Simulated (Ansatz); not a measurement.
Cartesian coordinates in Å:
```
C -0.508 0.493 -1.314
C 0.462 -0.237 -0.406
N -0.063 -1.566 -0.115
C 0.682 0.493 0.922
N -0.492 0.673 1.752
H -0.158 1.507 -1.524
H -1.497 0.552 -0.855
H -0.616 -0.025 -2.271
H 1.441 -0.275 -0.915
H 0.638 -2.136 0.344
H -0.328 -2.047 -0.965
H 1.426 -0.071 1.499
H 1.131 1.471 0.724
H -1.109 1.368 1.351
H -1.010 -0.199 1.775
```

Charge 0, multiplicity 1.

(1) List the PBE0/def2-TZVPP orbital energies in eV (Ansatz 0.2.0). (Estimate.)

## Answers

(1) Computed: Occupied: -390.85, -390.44, -278.82, -278.47, -277.83, -25.26, -24.09, -20.74, -18.76, -15.96, -14.00, -13.69, -13.13, -12.22, -11.59, -10.51, -10.23, -9.94, -9.54, -7.11, -6.60. Lowest empty: 0.85, 1.68, 2.17, 2.44, 2.96, 3.09, 3.30, 3.87.
